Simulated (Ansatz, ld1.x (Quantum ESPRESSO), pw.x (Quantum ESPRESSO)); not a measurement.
What a changed setting does to a pw.x run (sc Ta)

Potential: PAW, ld1.x (Quantum ESPRESSO) 7.5, PBEsol; core [Xe] 4f14, reference 5d3 6s1.5 6p0; waves: 6s (bound): rcut 2.35, rcutus 3.20 bohr; 6s channel at 2.9 Ry: rcut 2.35, rcutus 3.20 bohr; 6p (bound, empty): rcut 2.40, rcutus 3.15 bohr; 6p channel at 0.1 Ry: rcut 2.40, rcutus 3.15 bohr; 5d (bound): rcut 2.70, rcutus 2.85 bohr; 5d channel at 0.55 Ry: rcut 2.70, rcutus 2.85 bohr; local part: all-electron potential smoothed inside 2.70 bohr (lloc = -1); core correction: a·sin(br)/r model core, default radius (core density twice the valence density); augmentation: PSQ, inside the norm-conserving radii.

The reference run (k-mesh 12³, cutoffs 40/320 Ry, Fermi–Dirac 0.01 Ry, mixing_beta 0.4, conv_thr 1e-9, no spin) gives 2.06 GPa at 19.639 Å³/atom, where all-electron LAPW gives 1.64 GPa. This run, with its own iteration cap, changes k-mesh shift to 1.

```
&control
  calculation='scf', prefix='x', pseudo_dir='./', outdir='./tmp', tstress=.true., disk_io='none'
/
&system
  ibrav=0, nat=1, ntyp=1, ecutwfc=40, ecutrho=320, nbnd=9,
  occupations='smearing', smearing='fd', degauss=0.01
/
&electrons
  conv_thr=1e-09, mixing_beta=0.4, electron_maxstep=50
/
ATOMIC_SPECIES
Ta 1.0 Ta.UPF
CELL_PARAMETERS angstrom
  2.69798661 0.00000000 0.00000000
  0.00000000 2.69798661 0.00000000
  0.00000000 0.00000000 2.69798661
ATOMIC_POSITIONS crystal
Ta 0.0000 0.0000 0.0000
K_POINTS automatic
12 12 12 1 1 1
```

```bash
pw.x < Ta.scf.in > Ta.scf.out
```

Question: How does the run end?

Answer: It converges in 11 iterations; the free energy moves by +29.6 meV/atom and the pressure by +0.67 GPa.

```
Message from routine setup:
     using ibrav=0 with symmetry is DISCOURAGED, use correct ibrav instead
     lattice parameter (alat)  =       5.0985  a.u.
     unit-cell volume          =     132.5305 (a.u.)^3
     number of electrons       =         5.00
     number of Kohn-Sham states=            9
     kinetic-energy cutoff     =      40.0000  Ry
     charge density cutoff     =     320.0000  Ry
     scf convergence threshold =      1.0E-09
     Exchange-correlation= SLA  PW   PSX  PSC
     number of k points=    56  Fermi-Dirac smearing, width (Ry)=  0.0100
     iteration #  1     ecut=    40.00 Ry     beta= 0.40
     total energy              =    -626.80813593 Ry
     estimated scf accuracy    <       0.06100758 Ry
     iteration #  2     ecut=    40.00 Ry     beta= 0.40
     total energy              =    -626.80642177 Ry
     estimated scf accuracy    <       0.01073061 Ry
     iteration #  3     ecut=    40.00 Ry     beta= 0.40
     total energy              =    -626.81055080 Ry
     estimated scf accuracy    <       0.00090524 Ry
     iteration #  4     ecut=    40.00 Ry     beta= 0.40
     total energy              =    -626.81097913 Ry
     estimated scf accuracy    <       0.00013888 Ry
     iteration #  5     ecut=    40.00 Ry     beta= 0.40
     total energy              =    -626.81108761 Ry
     estimated scf accuracy    <       0.00004121 Ry
     iteration #  6     ecut=    40.00 Ry     beta= 0.40
     total energy              =    -626.81108530 Ry
     estimated scf accuracy    <       0.00002262 Ry
     iteration #  7     ecut=    40.00 Ry     beta= 0.40
     total energy              =    -626.81108790 Ry
     estimated scf accuracy    <       0.00000030 Ry
     iteration #  8     ecut=    40.00 Ry     beta= 0.40
     total energy              =    -626.81108854 Ry
     estimated scf accuracy    <       0.00000012 Ry
     iteration #  9     ecut=    40.00 Ry     beta= 0.40
     total energy              =    -626.81108855 Ry
     estimated scf accuracy    <          1.4E-09 Ry
     iteration # 10     ecut=    40.00 Ry     beta= 0.40
     total energy              =    -626.81108856 Ry
     estimated scf accuracy    <          2.4E-09 Ry
     iteration # 11     ecut=    40.00 Ry     beta= 0.40
     the Fermi energy is    10.3636 ev
!    total energy              =    -626.81108856 Ry
     estimated scf accuracy    <          8.8E-10 Ry
     smearing contrib. (-TS)   =      -0.00581850 Ry
     The total energy is F=E-TS. E is the sum of the following terms:
     one-electron contribution =       8.63967403 Ry
     hartree contribution      =       0.26855351 Ry
     xc contribution           =     -10.67366634 Ry
     ewald contribution        =     -13.91253353 Ry
     one-center paw contrib.   =    -611.12729774 Ry
     convergence has been achieved in  11 iterations
          total   stress  (Ry/bohr**3)                   (kbar)     P=       27.33
     Message from routine punch:
     Nothing written, as per user request (disk_io='none')
```

The run took about 11 s on one core of a shared host (Neoverse-V1, 32 threads, 247 GiB, load 14).
